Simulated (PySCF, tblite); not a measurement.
Isomers of [C4H8P]- (charge -1), one GFN2-xTB conformer each. Single-point energies are computed at PBE0/pcSseg-1 (PySCF, gas phase, no added dispersion term), electronic only.

Problem. Rank them by PBE0/pcSseg-1 energy, lowest first (kJ/mol).
A. `[CH2:1]=[CH:2][CH2:3][P-:4][CH3:5]` (charge -1) with C1–C2–C3–P4 -103°, C2–C3–P4–C5 72°
B. `[PH-:1][CH:2]1[CH2:3][CH2:4][CH2:5]1` (charge -1) with H–P1–C2–C3 179°, P1–C2–C3–C4 137°, C2–C3–C4–C5 -15°, C3–C4–C5–C2 14°, P1–C2–C5–C4 -134°
C. `[CH2:1]=[CH:2][P-:3][CH2:4][CH3:5]` (charge -1) with C1–C2–P3–C4 -1°, C2–P3–C4–C5 -78°

Solution. C (0.0), A (40.0), B (65.4).

As drawn, the highest has a four-membered ring, which the lowest lacks. GFN2-xTB itself gives, in the same order: 36.9, 57.7, 0.0. GFN2-xTB puts [PH-]C1CCC1 lowest instead; measured from each level's own lowest isomer, the values differ by up to 65.4 kJ/mol ([PH-]C1CCC1: 0.0 against 65.4).

Problem. What happens when harmonic zero-point energies from GFN2-xTB frequencies are added?

Solution. 
```csv
SMILES,ZPE (kJ/mol),electronic (kJ/mol),with ZPE (kJ/mol)
C=C[P-]CC,276.8,0.0,0.0
C=CC[P-]C,274.5,40.0,37.7
[PH-]C1CCC1,280.5,65.4,69.1
```

The zero-point energies span 6.0 kJ/mol. The order is unchanged.
